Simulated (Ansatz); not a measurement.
A nudged elastic band was laid between two geometries of ClH3Si + H2O (8 atoms, charge 0, multiplicity 1).

The calculation used RKS PBE-D4/cc-pVDZ in Ansatz 0.2.0.

| Property | Result |
| --- | --- |
| movable images | 5 |
| climbing image | yes |
| spring | 5.0 eV/Å² |
| optimiser | quadratic models (default) |
| start path | through a guess of the saddle point |
| force threshold | 0.03 eV/Å |
| iteration limit | 60 |
| end points | relaxed |

Image 0:

```xyz
8
Properties=species:S:1:pos:R:3
Si 0.318 0.033 -0.062
Cl 0.307 -0.210 2.047
H 1.781 0.052 -0.424
H -0.315 1.342 -0.423
H -0.334 -1.156 -0.706
O -2.571 0.010 0.691
H -2.646 -0.961 0.784
H -2.198 0.259 1.562
```

Image 6:

```xyz
8
Properties=species:S:1:pos:R:3
Si -0.261 -0.067 -0.575
Cl -0.995 0.716 3.364
H 1.003 -0.781 -0.165
H -0.081 1.421 -0.542
H -0.689 -0.533 -1.945
O -1.540 -0.359 0.555
H -1.786 -1.302 0.634
H -1.308 0.274 2.140
```

**Question.** Which bonds break or form, and what moves?

**Answer.** Bonds broken: Si1–Cl2, O6–H8. Bonds formed: Si1–O6, Cl2–H8. ClH3Si + H2O becomes ClH + H4OSi.

**Question.** Give the energies along the band, and the barrier.

**Answer.** The forces met the threshold. The highest image is number 3 of 0 to 6, 16.2 kcal/mol above the first end and 15.6 kcal/mol above the last; the last end lies 0.7 kcal/mol above the first. A vibrational analysis at the climbing image gives one clearly imaginary mode, 191i cm⁻¹: a first-order saddle point. The orbitals stay closed-shell, which can raise the energy where a bond breaks towards radicals; this wasn't checked here.

```
image  path coordinate (Å)  energy (kcal/mol)  Si1–Cl2 (Å)  O6–H8 (Å)  Si1–O6 (Å)
    0                 0.00                0.0         2.12       0.98        2.99
    1                 0.76                2.6         2.14       0.98        2.81
    2                 1.53               11.8         2.23       0.99        2.34
    3                 2.29               16.2         2.47       1.04        1.98
    4                 3.01                7.6         2.97       1.43        1.78
    5                 3.73                1.1         3.65       1.70        1.74
    6                 4.46                0.7         4.08       1.72        1.73
```

**Question.** What is the geometry of the highest image?

**Answer.** 
```xyz
8
Properties=species:S:1:pos:R:3
Si -0.182 0.090 -0.120
Cl 0.010 0.692 2.268
H 1.122 -0.635 0.079
H -0.148 1.531 -0.522
H -0.771 -0.650 -1.325
O -1.923 -0.309 0.733
H -2.175 -1.256 0.660
H -1.589 -0.093 1.694
```

**Question.** What are the harmonic wavenumbers there?

**Answer.** 191i, 158, 349, 381, 430, 584, 677, 715, 819, 945, 993, 1044, 1401, 2029, 2145, 2210, 2651, 3630 cm⁻¹.

The run took 3.4 min on 1 thread of Arm Neoverse V1, on a shared host, peak memory 0.12 GiB.
